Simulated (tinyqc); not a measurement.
Geometry optimisation on the UHF/sto-3g surface (energies and gradients from PySCF), for NH, spin multiplicity 3, step by step. One step of it, computed by the program tinyqc.

Question. Step 3: move. Quasi-Newton step p = -H^(-1) g (the inverse Hessian comes from BFGS updates; coordinates in the order x, y, z of each atom); steps longer than 0.1 bohr are cut back.

positions after step 2 (bohr), order 1N, 2H:
$$\begin{pmatrix}
0.000000 & 0.000000 & -0.138711 \\
0.000000 & 0.000000 & 1.820567
\end{pmatrix}$$

gradient (hartree/bohr), order 1N, 2H:
$$\begin{pmatrix}
0.00000000 & 0.00000000 & 0.04486465 \\
0.00000000 & 0.00000000 & -0.04486465
\end{pmatrix}$$

inverse Hessian in use (bohr^2/hartree):
$$\begin{pmatrix}
1.666667 & 0.000000 & 0.000000 & 0.000000 & 0.000000 & 0.000000 \\
0.000000 & 1.666667 & 0.000000 & 0.000000 & 0.000000 & 0.000000 \\
0.000000 & 0.000000 & 1.183444 & 0.000000 & 0.000000 & 0.483223 \\
0.000000 & 0.000000 & 0.000000 & 1.666667 & 0.000000 & 0.000000 \\
0.000000 & 0.000000 & 0.000000 & 0.000000 & 1.666667 & 0.000000 \\
0.000000 & 0.000000 & 0.483223 & 0.000000 & 0.000000 & 1.183444
\end{pmatrix}$$

Give: positions after step 3.

Answer.

positions after step 3 (bohr), order 1N, 2H:
$$\begin{pmatrix}
0.000 & 0.000 & -0.170 \\
0.000 & 0.000 & 1.852
\end{pmatrix}$$
